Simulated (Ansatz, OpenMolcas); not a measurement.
## Errors in the dipole moment

6 molecules of light elements (H to F); the dipole moment in D, computed less measured. Shapes, held fixed at every level: PBE0-D4/def2-TZVP. No vibrational averaging. Dipoles are compared by magnitude; molecules under 1 D, whose direction can flip, are left out. Programs: Ansatz 0.2.0, OpenMolcas 26.06. Measured values: NIST CCCBDB.

Levels: A = HF/def2-SVP; B = PBE/STO-3G; C = B3LYP/6-31G* (spherical functions); D = wB97M-V/def2-TZVPP.

| molecule | measured | A | B | C | D |
| --- | --- | --- | --- | --- | --- |
| HCN (hydrogen cyanide) | 2.98 | +0.21 | -0.71 | -0.08 | +0.06 |
| H2CO (formaldehyde) | 2.33 | +0.40 | -1.14 | -0.19 | 0.00 |
| CH3F (fluoromethane) | 1.85 | +0.29 | -1.06 | -0.16 | -0.07 |
| CH3N (methanimine) | 2.00 | +0.20 | -0.29 | -0.06 | +0.01 |
| CH4O (methanol) | 1.70 | +0.18 | -0.38 | -0.04 | -0.06 |
| C4H5N (pyrrole) | 1.84 | +0.18 | +0.22 | +0.10 | +0.11 |

Problem. Sum up the errors.

Solution. 
| level | kind | mean error | mean absolute error | worst case |
| --- | --- | --- | --- | --- |
| HF/def2-SVP | Hartree–Fock | +0.243 | 0.243 | H2CO |
| PBE/STO-3G | GGA | -0.560 | 0.633 | H2CO |
| B3LYP/6-31G* (spherical functions) | global hybrid | -0.072 | 0.105 | H2CO |
| wB97M-V/def2-TZVPP | range-separated hybrid | +0.008 | 0.052 | C4H5N |

On this set wB97M-V/def2-TZVPP has the smallest mean absolute error and PBE/STO-3G the largest. HF/def2-SVP is too high in 6 of 6; PBE/STO-3G is too low in 5 of 6; B3LYP/6-31G* (spherical functions) is too low in 5 of 6. The levels differ in basis as well as in method. The tabulated value of C4H5N is in doubt (older tables, estimates, or at odds with other calculations) and kept here. Over the 5 molecules whose values aren't doubted the mean absolute errors are A 0.256; B 0.716; C 0.106; D 0.040. The set is small.
